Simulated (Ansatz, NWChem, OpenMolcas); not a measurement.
**Errors in the atomisation enthalpy at 298 K**

6 molecules of light elements (H to F); the atomisation enthalpy at 298 K in kJ/mol, computed less measured. Shapes, held fixed at every level: PBE0-D4/def2-TZVP. Flexible molecules stand in one conformer, not always the lowest. Thermal terms are harmonic and unscaled (PBE/def2-SVP, PBE0-D4/def2-TZVP); the spin-orbit lowering of the free atoms is taken from their spectra. Programs: Ansatz 0.2.0, NWChem 7.3.0, OpenMolcas 26.06. A level may come from different programs for different species; with the same settings they agree closely. Measured values: Active Thermochemical Tables, CRC Handbook of Chemistry and Physics, NIST-JANAF tables.

Levels: A = SVWN5/cc-pVDZ; B = PBE/cc-pVDZ; C = CCSD(T)/cc-pVDZ.

```tsv
molecule	from tabulated heats	A	B	C
HF (hydrogen fluoride)	570	+47	-36	-64
C2F3N (cyanotrifluoromethane)	2640	+616	+162	-272
C2H6O (ethanol)	3226	+419	-5	-251
C3H6 (propene)	3438	+408	+8	-246
CH6N2 (methylhydrazine)	2875	+424	+15	-295
C4H4N2 (SMILES c1cnccn1)	4488	+772	+164	-420
```

Task: Which level does best on this set, which worst, and which err to one side?

Result: 
| level | kind | mean error | mean absolute error | worst case |
| --- | --- | --- | --- | --- |
| SVWN5/cc-pVDZ | LDA | +447.7 | 447.7 | C4H4N2 |
| PBE/cc-pVDZ | GGA | +51.3 | 65.0 | C4H4N2 |
| CCSD(T)/cc-pVDZ | coupled cluster or CI | -258.0 | 258.0 | C4H4N2 |

On this set PBE/cc-pVDZ has the smallest mean absolute error and SVWN5/cc-pVDZ the largest. SVWN5/cc-pVDZ is too high in 6 of 6; PBE/cc-pVDZ is too high in 4 of 6; CCSD(T)/cc-pVDZ is too low in 6 of 6. The heats of C2F3N come from older tables and can be uncertain by 10 kJ/mol or more. Heats of the atoms come from ATcT where it has them. A functional in a double-zeta set wins here by errors that cancel. Correlated wave functions converge slowly with the basis. The set is small.
